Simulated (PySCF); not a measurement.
# C3HNS (Ethynyl Isothiocyanate): the cost of one run

Computed with PySCF 2.14.0, with density-fitted response routines of our own, on a single molecule, in the gas phase or a continuum. Atoms are numbered from 0 throughout.

## (1) The starting structure

6 atoms, charge 0, multiplicity 1; geometry from: GFN2-xTB. The atoms were then displaced at random by about 0.01 Å, so the start is not that level's minimum.

Bonds of the start (Å): C0–C1 1.18, C1–N2 1.28, N2–C3 1.22, C3–S4 1.54, C0–H5 1.08.

## (2) Geometry optimisation at PBE0-D3(BJ)/def2-TZVP

What the job is given:

```
{"job": {"xc": "PBE0", "basis": "def2-TZVP", "d3": "d3bj", "grid": 2, "shake": 0.01, "kind": "geom"}, "charge": 0, "multiplicity": 1}
C     -0.943700     1.583440     0.498410
C     -0.398740     0.560360     0.305230
N      0.133470    -0.596260     0.172940
C      0.922950    -1.438120    -0.232190
S      1.742660    -2.682900    -0.631930
H     -1.432480     2.543460     0.615890
```

Launch:

```console
$ OMP_NUM_THREADS=1 python probes_run.py task.json out
```

This one command runs all jobs of the session in turn.

**Question.** How long does this first job take on 1 thread of Intel Xeon Platinum 8488C, shared host, and how much memory does it need?

About 91 s, with a peak of 0.64 GiB.
